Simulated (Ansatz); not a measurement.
A run of Ansatz (development build ahead of 0.2.0) on doublet C₆H₅ at this shape:

```xyz
11

C     0.0000    1.3952    0.0000
C     1.2083    0.6976    0.0000
C     1.2083   -0.6976    0.0000
C     0.0000   -1.3952    0.0000
C    -1.2083   -0.6976    0.0000
C    -1.2083    0.6976    0.0000
H     2.1498    1.2412    0.0000
H     2.1498   -1.2412    0.0000
H     0.0000   -2.4824    0.0000
H    -2.1498   -1.2412    0.0000
H    -2.1498    1.2412    0.0000
```

Its results:

| Quantity | Value |
| --- | --- |
| Converged | yes |
| Total energy | -230.14097 hartree |
| Spin squared of the determinant | 1.387 |
| Stability test | minimum |

**Question.** Which input gives this output? Name the method, the orbitals and the basis set, and write the input.

**Answer.** UHF in def2-TZVP.

```yaml
crystal:
  periodic: [false, false, false]
  atoms:
    - { symbol: C, position_ang: [0.0, 1.3952, 0.0] }
    - { symbol: C, position_ang: [1.2083, 0.6976, 0.0] }
    - { symbol: C, position_ang: [1.2083, -0.6976, 0.0] }
    - { symbol: C, position_ang: [0.0, -1.3952, 0.0] }
    - { symbol: C, position_ang: [-1.2083, -0.6976, 0.0] }
    - { symbol: C, position_ang: [-1.2083, 0.6976, 0.0] }
    - { symbol: H, position_ang: [2.1498, 1.2412, 0.0] }
    - { symbol: H, position_ang: [2.1498, -1.2412, 0.0] }
    - { symbol: H, position_ang: [0.0, -2.4824, 0.0] }
    - { symbol: H, position_ang: [-2.1498, -1.2412, 0.0] }
    - { symbol: H, position_ang: [-2.1498, 1.2412, 0.0] }
basis:
  gaussian: { orbitals: def2-TZVP }
magnetization:
  spin_polarized: true
  initial_magnetization: 1
hamiltonian:
  xc: hf
```

Caution: the unrestricted determinant is spin contaminated.
